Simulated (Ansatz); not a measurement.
Basis or method: Si–H bond energy of H$_{3}$Si–AsH$_{2}$

H3Si–AsH2, singlet; coordinates (Å): Si -0.029 0.000 1.672; As 0.038 0.000 -0.694; H 0.688 -1.209 2.156; H 0.688 1.209 2.156; H -1.407 0.000 2.225; H -1.014 -1.098 -0.783; H -1.014 1.098 -0.783. Quantity: Si–H bond energy, to H2Si–AsH2 (doublet) + H.

Ansatz 0.2.0, basis cc-pVDZ or cc-pVTZ; geometries are PBE0/def2-TZVP minima. Wave-function levels freeze the cores with the filled d shells of p-block atoms; HF, MP2 and coupled cluster are restricted for singlets and unrestricted otherwise, atoms included, restricted open-shell where a d shell is frozen, Kohn–Sham unrestricted where that lies lower. The reference is CCSDT(Q) (coupled cluster only where its series has nearly closed). Semilocal and hybrid functionals correlate all electrons outside any core potential and usually lie nearer their basis limit than the reference, so part of their error here is the reference's basis and frozen-core error; RPA and the MP2 part of double hybrids freeze the same cores as the reference. None of these values is a measured one. Energies are electronic, without zero-point terms. No spin–orbit coupling and no scalar relativity. The species are chosen: bound, without strong static correlation by their natural occupations or amplitudes, in their lowest spin state as far as vertical gaps and like structures tell, and with a ladder that closes on the reference, so errors are smaller than for species at large; levels whose determinant breaks symmetry or spin markedly are left out.

```
    level  cc-pVDZ (kJ/mol)  cc-pVTZ (kJ/mol)
reference  369.0 (CCSDT(Q))  383.9 (CCSDT(Q))
  CCSD(T)             369.3             384.3
    CCSDT             369.0             383.9
      PBE             359.8             364.0
     PBE0             364.6             368.8
  wB97M-V             389.6             392.1
   B2PLYP             372.5             381.5
  RPA-PBE             368.2             377.8
```

From cc-pVDZ to cc-pVTZ the reference moves by 14.9 kJ/mol and PBE by 4.2; the step from CCSD(T) to the reference is -0.3 in the first and -0.3 in the last.
